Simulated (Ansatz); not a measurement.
System (SMILES): O (H2O).
Atoms: O1, H2, H3. Bonds: O1-H2, O1-H3.

Basis-set convergence of the optimised O1-H2 bond length at MP2 with Ansatz (a quantum-chemistry and plane-wave program). The reference of a correlated method is not its basis-set limit, which lies further on. All functions are spherical. Cores are frozen. No added dispersion term, no relativity. Reference: the value in aug-cc-pVQZ, 0.9589 Å, itself unsure by roughly 0.0010 Å (its mean distance from cc-pV5Z, def2-QZVPP, cc-pVQZ). Deviations are taken from unrounded values.

```json
[
 {"basis": "cc-pVDZ", "functions": "24", "optimised O1-H2 bond length (Å)": "0.9649"},
 {"basis": "aug-cc-pVDZ", "functions": "41", "optimised O1-H2 bond length (Å)": "0.9659"},
 {"basis": "6-311G**", "functions": "30", "optimised O1-H2 bond length (Å)": "0.9578"},
 {"basis": "6-311+G**", "functions": "34", "optimised O1-H2 bond length (Å)": "0.9595"},
 {"basis": "cc-pVTZ", "functions": "58", "optimised O1-H2 bond length (Å)": "0.9591"},
 {"basis": "aug-cc-pVTZ", "functions": "92", "optimised O1-H2 bond length (Å)": "0.9614"},
 {"basis": "def2-TZVPP", "functions": "59", "optimised O1-H2 bond length (Å)": "0.9586"},
 {"basis": "def2-TZVPPD", "functions": "74", "optimised O1-H2 bond length (Å)": "0.9598"},
 {"basis": "cc-pVQZ", "functions": "115", "optimised O1-H2 bond length (Å)": "0.9577"},
 {"basis": "aug-cc-pVQZ", "functions": "172", "optimised O1-H2 bond length (Å)": "0.9589"}
]
```

What the diffuse functions change, pair by pair:
- cc-pVDZ to aug-cc-pVDZ: 17 more functions, deviation 0.0060 to 0.0071 Å
- 6-311G** to 6-311+G**: 4 more functions, deviation -0.0010 to 0.0006 Å
- cc-pVTZ to aug-cc-pVTZ: 34 more functions, deviation 0.0002 to 0.0025 Å
- def2-TZVPP to def2-TZVPPD: 15 more functions, deviation -0.0002 to 0.0009 Å
- cc-pVQZ to aug-cc-pVQZ: 57 more functions, deviation -0.0012 to 0.0000 Å

Leaving out the reference's own pair, they bring the value nearer the reference by more than 0.0010 Å in 0 of 4 pairs.
